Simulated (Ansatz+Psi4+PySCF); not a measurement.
doublet C2(-): levels of theory in one basis

```yaml
atoms:
  - { symbol: C, position_ang: [0.0000, 0.0000, -0.7604] }
  - { symbol: C, position_ang: [0.0000, 0.0000, 0.7604] }
```

Basis set: aug-cc-pVTZ (spherical functions). Frozen core: 2 orbitals. Correlation on ROHF uses semicanonical orbitals with singles. Charge -1, multiplicity 2.

Computed with Ansatz (development build ahead of 0.2.0); each method stands on the lowest determinant of its kind that the runs found.

| method | E − E(ROHF) (eV) | <S²> of the determinant |
| --- | --- | --- |
| ROHF | 0.00 | 0.75 |
| UHF | -0.20 | 1.13 |
| ROHF-MP2 | -7.80 | – |
| UHF-MP2 | -7.11 | 1.13 |
| ROHF-CCSD | -8.15 | – |
| UHF-CCSD | -8.13 | 1.13 |
| ROHF-CCSD(T) | -8.71 | – |
| UHF-CCSD(T) | -8.67 | 1.13 |
| ROHF-CCSDT | -8.73 | – |

Caution for ROHF, ROHF-MP2, ROHF-CCSD, ROHF-CCSD(T), ROHF-CCSDT: the determinant may break the point group. Caution for UHF, UHF-MP2, UHF-CCSD, UHF-CCSD(T): the unrestricted determinant is spin contaminated; the determinant breaks the point group. Caution for ROHF-MP2, ROHF-CCSD, ROHF-CCSD(T), ROHF-CCSDT: large share of triples, a single reference is doubtful. Caution for ROHF-MP2, UHF-MP2, ROHF-CCSD(T), UHF-CCSD(T): another reference gives a lower total. Caution for UHF-MP2, UHF-CCSD, UHF-CCSD(T): large amplitudes, a single reference is doubtful.
